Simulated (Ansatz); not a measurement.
We consider fcc Au, described by HSE06 (plane waves, PAW; Ansatz, a first-principles code).

Numerical settings: plane-wave cutoff 460 eV, 14×14×14 k mesh, Fermi–Dirac smearing 0.05 eV, scalar-relativistic PAW data made under PBE.

Computed at the level's own relaxed cell.

**Question.** Predict the equilibrium volume per atom, bulk modulus B0, equilibrium lattice constant a and pressure derivative B′ of the bulk modulus.

**Answer.** 
* **equilibrium volume per atom**: 17.56 Å³/atom
* **bulk modulus B0**: 146 GPa
* **equilibrium lattice constant a**: 4.126 Å
* **pressure derivative B′ of the bulk modulus**: 6.4

Measured, for comparison: equilibrium volume per atom 16.76 Å³/atom, lattice constant a 4.062 Å (static lattice: zero-point anharmonic expansion removed; as tabulated in Mejia-Rodriguez and Trickey (2018), arXiv:1807.09216); bulk modulus 182 GPa (0 K value with the zero-point phonon effect removed, our sources range from 175 to 182; as tabulated in Mejia-Rodriguez and Trickey (2018), arXiv:1807.09216). Computed (rounded) less measured: equilibrium volume per atom +4.8 %, bulk modulus -20 % (-17 % to -20 % over the range), lattice constant a +1.6 %.

Spin–orbit coupling is not included; it can shift volumes and moduli of such heavy elements.

Static lattice: no zero-point or thermal effects.

Computing time: around 20 core-minutes (rough).
